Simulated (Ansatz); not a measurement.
Diamond-structure Si was calculated with HSE06 (Ansatz, an electronic-structure program, PAW).

Run with plane-wave cutoff 500 eV, 1×1×1 k mesh, gaussian smearing 0.02 eV, cell of 216 sites, scalar-relativistic PAW data made under PBE.

Question: Predict the vacancy formation energy and vacancy formation energy before relaxation.

Answer: 
- vacancy formation energy = 4.72 eV
- vacancy formation energy before relaxation = 4.82 eV

Measured, for comparison: vacancy formation energy 3.6 eV (not corrected to a static lattice, monovacancy; as tabulated in Garrity and Choudhary (2023), arXiv:2112.11585). Computed (rounded) less measured: vacancy formation energy +1.12 eV.

Note: the vacancy is neutral, without spin, and relaxed from the ideal cell, whose symmetry can bar a Jahn–Teller distortion; the defect's distortion and the cell size are not converged; the k mesh is coarse; energies are extrapolated to zero smearing, and mesh and cell size move such values by some tenths of an eV.
